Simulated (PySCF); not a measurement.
Gas-phase reaction: 2 N + 2 SiH₂ + 3 H₂ → 2 H₃SiNH₂

Computed with PySCF and rigid-rotor harmonic-oscillator thermochemistry at 1 bar. † marks an energy on the PBE0/def2-TZVP geometry and frequencies; other levels use their own. MP2 and CCSD(T) freeze the core. 6-31G* has spherical d functions here. Open shells (unrestricted): N (multiplicity 4); the rest are closed-shell singlets. B3LYP is the form with VWN-RPA correlation. H₃SiNH₂: computed as isolated molecules; such fragments, hydroxides, amides, oligomers or adducts are transient or little studied in the gas. MP2 isn't extrapolated to the basis-set limit; its ΔH°(298 K) is -1500.0 kJ in def2-SVP and -1599.8 kJ in def2-TZVPP. CCSD(T) isn't extrapolated to the basis-set limit; its ΔH°(298 K) is -1411.5 kJ in def2-SVP and -1505.4 kJ in def2-TZVPP. The harmonic model lacks anharmonicity and excited electronic states, which grow with temperature; levels with a mode under 35 cm⁻¹ are left out. Internal rotation in H₃SiNH₂ is treated as a harmonic vibration of one conformer, which makes the entropy rough.

```csv
level,"ΔE electronic, kJ","ΔH°(298 K), kJ","ΔS°(298 K), J/K","ΔG°(800 K), kJ"
B3LYP/6-31G*,-1583,-1490,-587,-1008
B3LYP/def2-TZVP†,-1649,-1556,-584,-1076
CCSD(T)/def2-SVP†,-1504,-1412,-584,-932
HF/def2-TZVP†,-1159,-1067,-584,-587
MP2/def2-TZVPP†,-1692,-1600,-584,-1120
PBE/def2-TZVP†,-1732,-1640,-584,-1160
PBE0/def2-SVP†,-1698,-1606,-584,-1126
PBE0/def2-TZVP,-1704,-1611,-584,-1132
LDA/def2-TZVP†,-1991,-1899,-584,-1419
ωB97M-V/def2-TZVP†,-1677,-1585,-584,-1105
ωB97X-V/def2-TZVP†,-1709,-1617,-584,-1137
```
ΔH° is lowest at LDA/def2-TZVP† and highest at HF/def2-TZVP†. No reference value is set beside these.
